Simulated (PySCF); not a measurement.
Neon: a sound run and one with changed settings

Sound run: Ne [Ne], Ne⁺ [He] 2s2 2p5. Computed with PySCF 2.14 in aug-cc-pVDZ (4s3p2d, 23 functions), with no relativity, point nucleus. In the sound run the correlated levels freeze 1s2. The sound run starts from symmetry-adapted Hartree-Fock orbitals and uses a fine grid where one is needed.

Changed run: initial guess minao, at most 50 SCF cycles.

| species | method | sound run (hartree) | changed run (hartree) | converged |
| --- | --- | --- | --- | --- |
| Ne | UHF | -128.49635 | -128.49635 | yes |
| Ne | BP86 | -128.92198 | -128.92198 | yes |
| Ne | CCSD(T) | -128.70929 | -128.70929 | yes |
| Ne⁺ | r2SCAN | -128.08654 | -128.08654 | yes |
| Ne⁺ | MP2 | -127.90903 | -127.90903 | yes |

Here the plain start reaches the same solutions.
